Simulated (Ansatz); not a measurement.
# How far each method lies from UCCSDT(Q) for Ge–PH₂, quartet

Geometry: displaced at random from a stationary point.

```xyz
4

Ge    0.0003    0.0045    0.8245
P    -0.0005   -0.0116   -1.7566
H     0.0475    1.1134   -2.7333
H    -0.0553   -1.0809   -2.7035
```

Basis cc-pVDZ; Ansatz 0.2.0. Only valence electrons are correlated (noble-gas cores and the filled d shells of p-block atoms frozen), which leaves 11 electrons in 36 orbitals. R marks a restricted (for open shells ROHF) determinant, U an unrestricted one. Active spaces: valence = (11e, 10o) chosen from the atoms' valence shells. No spin–orbit coupling is included, and no scalar relativity.

Full CI isn't at hand for all of this; UCCSDT(Q) serves as the reference, and is uncertain by about the last step of the cluster series. The frozen core follows each run's orbitals, which can shift R against U totals by a few meV for light atoms and by up to 0.1 eV past Ca.

- UHF ⟨S²⟩: 3.794
- T1 diagnostic (RCCSD): 0.0196
- largest doubles amplitude (RCCSD): 0.055
- T1 diagnostic (UCCSD): 0.0187

From what is known of these methods and the diagnostics, rank them by the size of their error in total energy against UCCSDT(Q) in cc-pVDZ, smallest first (an estimate: the text doesn't fix the numbers).
A. UCCSDT
B. UMP2
C. UCCSD(T)
D. UCCSD
E. UHF

A (0.8 kJ/mol), C (4.0 kJ/mol), D (18.0 kJ/mol), B (122.0 kJ/mol), E (533.5 kJ/mol).

All errors are against UCCSDT(Q) in cc-pVDZ. Within each family the higher level lies nearer, as is usual though not guaranteed.

Natural occupations of CASSCF (valence space) about the gap: 1.990 1.978 1.968 1.962 1.003 0.999 0.997 0.045 0.032 0.025; effectively unpaired electrons, Σ n²(2−n)², 3.03.
